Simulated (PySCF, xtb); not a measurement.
HN2, SMILES N#[NH+], charge +1.

GFN2-xTB (xtb 6.7.1) at its own geometry gives an orbital gap of 5.16 eV.

Geometry: PBE0-D3(BJ)/def2-TZVPD. The isomer is the one that the SMILES or the coordinates give; other isomers of the formula were not compared.

Task: What does ωB97X/def2-TZVPD in PySCF give? (An estimate is asked for; the answer gives what the named calculation found.)

Result: gap 17.48 eV (levels -24.96 and -7.48 eV).
